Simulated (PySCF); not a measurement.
Gas-phase thermal properties of NO2

Method: PySCF energies (xtb for GFN2) plus ideal-gas RRHO corrections (1 bar). 'Table' is the NASA 1993 thermochemical table (part measured, part estimated). 6-31G* has spherical d functions here. Open shells (unrestricted): NO2 (multiplicity 2). GFN2 has no spin-polarisation term. B3LYP is the form with VWN-RPA correlation. The harmonic model lacks anharmonicity and excited electronic states, which grow with temperature; levels with a mode under 35 cm⁻¹ are left out.

```json
[
 {"level": "table", "point group": "-", "σ": "-", "ZPE (kJ/mol)": "-", "S°298 (J/mol/K)": "240.2", "Cp298 (J/mol/K)": "37.2", "S°1000 (J/mol/K)": "294.6", "H1000 − H298 (kJ/mol)": "32.7"},
 {"level": "B3LYP/6-31G*", "point group": "C2v", "σ": "2", "ZPE (kJ/mol)": "23.2", "S°298 (J/mol/K)": "240.2", "Cp298 (J/mol/K)": "36.9", "S°1000 (J/mol/K)": "293.7", "H1000 − H298 (kJ/mol)": "32.1"},
 {"level": "GFN2-xTB", "point group": "C2v", "σ": "2", "ZPE (kJ/mol)": "24.0", "S°298 (J/mol/K)": "239.7", "Cp298 (J/mol/K)": "37.6", "S°1000 (J/mol/K)": "293.2", "H1000 − H298 (kJ/mol)": "32.0"},
 {"level": "HF/6-31G*", "point group": "C2v", "σ": "2", "ZPE (kJ/mol)": "26.0", "S°298 (J/mol/K)": "238.8", "Cp298 (J/mol/K)": "36.0", "S°1000 (J/mol/K)": "290.6", "H1000 − H298 (kJ/mol)": "31.1"},
 {"level": "PBE/def2-SVP", "point group": "C2v", "σ": "2", "ZPE (kJ/mol)": "23.2", "S°298 (J/mol/K)": "240.2", "Cp298 (J/mol/K)": "36.9", "S°1000 (J/mol/K)": "293.7", "H1000 − H298 (kJ/mol)": "32.1"},
 {"level": "PBE0/def2-TZVP", "point group": "C2v", "σ": "2", "ZPE (kJ/mol)": "24.0", "S°298 (J/mol/K)": "239.5", "Cp298 (J/mol/K)": "36.6", "S°1000 (J/mol/K)": "292.6", "H1000 − H298 (kJ/mol)": "31.9"}
]
```
σ: rotational symmetry number. Electronic degeneracy used: 2. Frequencies are unscaled.
